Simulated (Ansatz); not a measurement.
`[AlH2][O]P` + PH₃ → `PP` + `[OH][AlH2]`  (ligand exchange at a P–O bond)

Calculated with Ansatz (gas phase, PBE0-D4/def2-TZVP geometries, no zero-point term in ΔE). CCSD(T)/CBS adds triple-zeta CCSD(T) − MP2 to the extrapolated MP2 energy (def2 sets, frozen cores). This one scheme is used for every species. Functionals use def2-TZVPP. HSE06 is defined as in plane-wave codes. One conformer a species, not always the lowest.

CCSD(T)/CBS gives -12.5 kJ/mol.

Another level gave -15.1 kJ/mol. Which?
A. B2PLYP/def2-TZVPP
B. revPBE-D4/def2-TZVPP
C. r2SCANh/def2-TZVPP
D. HSE06/def2-TZVPP

C. r2SCANh -15.1, revPBE-D4 -25.2, B2PLYP -6.7, HSE06 -19.4 kJ/mol.

What do rigid-rotor, harmonic-oscillator terms from PBE0-D4/def2-TZVP frequencies (298.15 K, 1 bar) make of the CCSD(T)/CBS value? (An estimate is asked.)

Ansatz gave: ΔZPE = +6.3 kJ/mol, ΔH = -7.9 kJ/mol, ΔS = -4 J/(mol·K), ΔG = -6.9 kJ/mol. Modes under 50 cm⁻¹ make the entropy rough.

Largest T1 diagnostic among the species: 0.014.

From BLYP to BHLYP (50 % exact exchange), in def2-TZVPP and without D4, ΔE moves by +10.9 kJ/mol. In def2-TZVPP, CCSD(T) changes the Hartree–Fock value by −25.2 kJ/mol (the triples alone add −4.2 kJ/mol) and MP2 by −29.0 kJ/mol.
